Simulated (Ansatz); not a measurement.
BNH$_{3}$Cl, closed shell: a single point away from equilibrium.

in.yaml

```yaml
crystal:
  periodic: [false, false, false]
  atoms:
    - {symbol: N, position_ang: [-0.446100, -0.044400, -0.654700]}
    - {symbol: B, position_ang: [0.350300, -0.213600, 0.500100]}
    - {symbol: Cl, position_ang: [0.496200, 1.179400, 1.623300]}
    - {symbol: H, position_ang: [-0.575300, -0.658800, -1.287200]}
    - {symbol: H, position_ang: [-0.854400, 0.790100, -0.799800]}
    - {symbol: H, position_ang: [0.924400, -1.128300, 0.687400]}
basis:
  gaussian: {orbitals: def2-TZVPP}
hamiltonian: {xc: {name: revPBE}, dispersion: d4}
output: {forces: true}
```

Run by:

```bash
ansatz run in.yaml --threads 4 --pin off --events-out ev --progress --plain --max-ram 5222MiB
```

What Ansatz 0.2.0 printed:

```
Functional definition: revPBE
  name "revPBE"
  cite "Zhang & Yang, Phys. Rev. Lett. 80, 890 (1998) doi:10.1103/PhysRevLett.80.890"
  cite "Perdew, Burke & Ernzerhof, Phys. Rev. Lett. 77, 3865 (1996) doi:10.1103/PhysRevLett.77.3865"
  parameter kappa = 1.245
  parameter beta = 0.06672455060314922
  exchange = pbe_x(kappa = kappa, mu = beta*pi^2/3)
  correlation = pbe_c(beta = beta)
795 factors; their error is unknown
mean field evaluation 1: about -14727.6557 eV, gradient 7.2e1 eV
mean field evaluation 2: about -14697.0104 eV, gradient 1.2e2 eV
mean field evaluation 4: about -14737.4963 eV, gradient 1.1e1 eV
mean field evaluation 8: about -14737.7982 eV, gradient 1.5e-1 eV
mean field evaluation 16: about -14737.7858 eV, gradient 1.7e-4 eV
mean field -14737.78578363 eV, -541.6036379186 hartree, gradient 4.2e-5 eV, S^2 0.000000; 0 other end points of the search recorded, 0 dependent functions left out
the calculation of the forces begins
reference -14737.78582765 eV, -541.6036395362 hartree; 16, 16 occupied and 130, 130 virtual orbitals, 795 factors
Total energy: -14738.07160360 eV, -541.6141416087 hartree
Atom 0 at    -0.446100    -0.044400    -0.654700 Å, force     3.132871     2.133466     6.812843 eV/Å
Atom 1 at     0.350300    -0.213600     0.500100 Å, force    -1.638076     2.667530    -1.069164 eV/Å
Atom 2 at     0.496200     1.179400     1.623300 Å, force    -0.022964    -0.222405    -0.077700 eV/Å
Atom 3 at    -0.575300    -0.658800    -1.287200 Å, force    -1.053255    -5.620887    -5.588397 eV/Å
Atom 4 at    -0.854400     0.790100    -0.799800 Å, force    -1.900188     3.578245    -0.728253 eV/Å
Atom 5 at     0.924400    -1.128300     0.687400 Å, force     1.481612    -2.535949     0.650670 eV/Å
Dipole moment:    -0.217683    -0.146601    -0.449856 e Å
```

The lines “mean field evaluation” count trial sets of orbitals through the whole run, from several starts and some on an approximate energy, so they need not fall steadily or lie above the final value.

The run took about 1.4 s on 4 CPU threads of an Arm Neoverse N1 (shared host).
